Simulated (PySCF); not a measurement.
**BO: from the state search to spectroscopic constants**

One job finds the state of BO, follows it along the bond with each method and fits the curves.

Method: B aug-pcseg-1, O aug-pcseg-1, no relativity; program: PySCF 2.14.0.

**1. The job**

Settings of the job:

* atoms: B, O
* charge: 0
* basis: B aug-pcseg-1, O aug-pcseg-1
* Hamiltonian: no relativity
* basis functions: 46
* electrons treated: 13
* masses in u: 11.0093, 15.9949
* levels: PBE0, PBE, r²SCAN, B2PLYP, revPBE, B3LYP, LC-ωPBE, HF, MP2, SCS-MP2, CCSD, CCSD(T)
* grid: 80 radial by 434 angular points
* occupations: held fixed by the projection of orbital angular momentum
* dissociation limit: B + O, each in its ground configuration
* starting distance in angstrom: 1.415
* values of 2S to try: 1, 3

On the command line:

```sh
$ OMP_NUM_THREADS=1 python dia.py task.json out
```

Further steps of the session: PBE0 along the bond; Other states along the same grid; PBE (GGA); r²SCAN (meta-GGA); B2PLYP (double hybrid); revPBE (GGA); B3LYP; LC-ωPBE (range-separated hybrid); UHF; Adding correlation.

Before running it: what results should come out? Wanted: for each run, Re; ωe; De; μ.

**Answer**, as computed:

Lowest PBE0 solution found, without spin–orbit coupling: ²Σ⁺ (doublet), unpaired electrons σ ↑. State 2 has its PBE0 minimum 5.59 eV higher. The other levels ran on the lowest alone.

```tsv
level	Re (Å)	ωe (cm⁻¹)	De (eV)	μ (D)
UHF	1.185	2080	5.85	-2.86
UHF-MP2	1.218	1887	8.74	n/a
UHF-SCS-MP2	1.214	1920	8.35	n/a
UHF-CCSD	1.212	1915	7.81	n/a
UHF-CCSD(T)	1.218	1867	8.01	n/a
PBE	1.219	1841	8.93	-2.22
revPBE	1.223	1826	8.57	-2.23
r²SCAN	1.210	1899	8.71	-2.39
B3LYP	1.207	1909	8.35	-2.44
PBE0	1.205	1933	8.43	-2.43
LC-ωPBE	1.202	1960	8.51	-2.47
B2PLYP	1.213	1866	8.42	-2.73
```

De is counted to B + O in their ground configurations. A positive dipole means B(−)O(+).

The methods spread over 0.038 Å in bond length, from UHF to revPBE. Of the levels with a De here, UHF gives the least (5.85 eV) and PBE the most (8.93 eV).

Correlated steps freeze 2 core orbitals. B2PLYP dipoles, levels and charges come from its SCF part alone. T1 is 0.029 near the minimum (highest on the curve 0.052), which may point to more than one leading configuration.
